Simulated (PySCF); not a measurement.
Magnetisability: `InChI=1S/F3HP/c1-4(2)3/h4H/q+1`, charge +1

Cartesian coordinates in Å; atom numbers follow the order of the lines, from 1:
```xyz
5

F    -0.5643    1.2865    0.5180
P     0.0236   -0.0254    0.0248
F    -1.0798   -0.8068   -0.6690
F     1.0942    0.2908   -1.0065
H     0.5601   -0.7568    1.0879
```

Total charge +1.

Method: PySCF 2.14.0, GIAO wB97X-D/aug-pcSseg-1 magnetisability, rotational g tensor and spin-rotation constants, non-relativistic, gas phase. Geometry: PBE0-D3(BJ)/def2-SVP.

For an ion the centre-of-mass motion in the field is neglected.

(1) What are the magnetisability and the molar susceptibility?

(2) Split it along the inertial axes a, b, c into diamagnetic and paramagnetic parts about the centre of mass, with the quadrupole moment.

(3) And the rotational g tensor?

## Answers

(1) Isotropic -513 × 10⁻³⁰ J/T², or -30.9 × 10⁻⁶ cm³/mol; principal values -516, -516, -508 × 10⁻³⁰ J/T², anisotropy 7 × 10⁻³⁰ J/T² (root of half the summed squared differences of the principal values). The susceptibility is in cgs units.

(2) 
| axis | χ (10⁻⁶ cm³/mol) | diamagnetic (10⁻⁶ cm³/mol) | paramagnetic (10⁻⁶ cm³/mol) | summed x² of all electrons (Å²) | quadrupole Θ (D Å) |
| --- | --- | --- | --- | --- | --- |
| a | -31.1 | -178.7 | 147.6 | 32.3 | -1.87 |
| b | -31.1 | -179.1 | 148.1 | 32.1 | -1.86 |
| c | -30.6 | -273.2 | 242.6 | 10.0 | +3.73 |

Anisotropies 2χaa − χbb − χcc = -0.4 and 2χbb − χaa − χcc = -0.5 × 10⁻⁶ cm³/mol. Θ is traceless in Buckingham's convention.

(3) 
```
axis  rotational constant (GHz)        g  nuclear part  electronic part
   a                     7.6234  -0.0273        0.5014          -0.5287
   b                     7.5968  -0.0272        0.5013          -0.5285
   c                     4.3925  -0.0234        0.4772          -0.5006
```
Asymmetric top; isotopes 19F, 1H, 31P; no vibrational averaging.
